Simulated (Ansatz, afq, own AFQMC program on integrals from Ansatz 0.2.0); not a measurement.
AFQMC on a folder of integrals that Ansatz 0.2.0 wrote.

```yaml
crystal:
  periodic: [false, false, false]
  atoms:
    - {symbol: O, position_ang: [0.000000, -0.129822, 0.704816]}
    - {symbol: C, position_ang: [0.000000, 0.114051, -1.042245]}
    - {symbol: H, position_ang: [0.000000, 0.701673, 1.231672]}
basis:
  gaussian: {orbitals: cc-pVDZ}
magnetization: {spin_polarized: true, initial_magnetization: 1}
correlation: {method: ccsd_t, electrons: outside_noble_gas, hamiltonian_folder: ham}
```

```sh
$ ansatz run in.yaml --threads 1 --pin off --events-out ev --progress --plain --max-ram 1382MiB
```

Options of the walk:

```
--method phaseless --trial cisd --walkers 60 --populations 1 --least-time 40 --time-step 0.005 --steps-per-block 50 --equilibration-blocks 40 --max-blocks 300 --target-error 0.0008 --factor-cut 1e-05 --start spin_pure --seed 2900 --release-times 0.24,0.51,0.99,1.62,2.4 --release-step 0.03 --release-every 4 --taylor-order 6
```

Times are imaginary, in 1/Eh. The walk had a cap of 774 s.

Output of the walk:

```
orbitals 31  electrons 6 5  factors 219 of 305
reference energy -113.10590776 Eh
CCSD correlation -0.30900732 Eh in 18 cycles, weight of the determinant in the CISD state 0.8400
energy of the start -113.411899 Eh
 block  time / (1/Eh)  mean weight  energy / Eh
     1     0.250  1.0015  -113.412933
     2     0.500  1.0013  -113.416331
     3     0.750  0.9988  -113.418754
     4     1.000  1.0000  -113.420138
     5     1.250  0.9991  -113.428026
     8     2.000  0.9964  -113.430388
    17     4.250  1.0014  -113.442390
    41    10.250  0.9985  -113.420671
    65    16.250  0.9971  -113.423344
    89    22.250  0.9990  -113.446627
   113    28.250  0.9988  -113.432850
   137    34.250  1.0038  -113.430183
   161    40.250  1.0019  -113.419642
   185    46.250  1.0020  -113.440726
   209    52.250  0.9986  -113.435324
   233    58.250  0.9994  -113.429658
   257    64.250  1.0067  -113.409644
   281    70.250  0.9991  -113.432475
   305    76.250  1.0005  -113.413109
   329    82.250  1.0003  -113.427408
   337    84.250  1.0012  -113.458931
blocks merged  error / Eh  count
     1  0.000606  300
     2  0.000729  150
     4  0.000876  75
     8  0.000963  37
    16  0.000897  18
    32  0.000806  9
released: time / (1/Eh)  energy / Eh  error  mean overlap
  0.24  -113.431718  0.000843  0.9860
  0.51  -113.431944  0.001208  0.9899
  0.99  -113.433116  0.001092  0.9703
  1.62  -113.435029  0.002887  0.9559
  2.40  -113.432696  0.002436  0.9405
energy -113.430398 +/- 0.000963 Eh
(rows thinned)
```

The run passed its tests (sampling time, drift between the halves within three errors, error under three times the target), which doesn't prove that it has relaxed.

Against this walk (error 26.2 meV) on the same determinant: CCSD(T) 70.7 meV higher, CCSDT(Q) 70.4 meV lower. The error is statistical and leaves out the bias of the constraint. None of these is a sure reference here. Released to 0.99 1/Eh the energy moves by -74 ± 40 meV (both errors), within twice the noise.

Cautions: constraint bias not in the error; error above the target (26.2 against 21.8 meV); higher spins were not checked; raised T1 diagnostic (T1 0.048, weight of the determinant 0.84, largest double 0.07); unrestricted determinant slightly spin contaminated (⟨S²⟩ 0.81 against 0.75); the bias of populations of 60 walkers isn't removed.

The walk took 3.1 min on 1 thread of Intel(R) Xeon(R) 6975P-C (Granite Rapids), on a shared host. The log's last line is the phaseless energy.

CCSDT and higher add their correlation energy to the determinant of the CCSD(T) run, since their own runs factorise the integrals more tightly (a shift of under 2 meV). A walk keeps the symmetry of its determinant, which the program's search chose and which needn't be the lowest solution, so a lower state of the same spin and another symmetry isn't excluded.
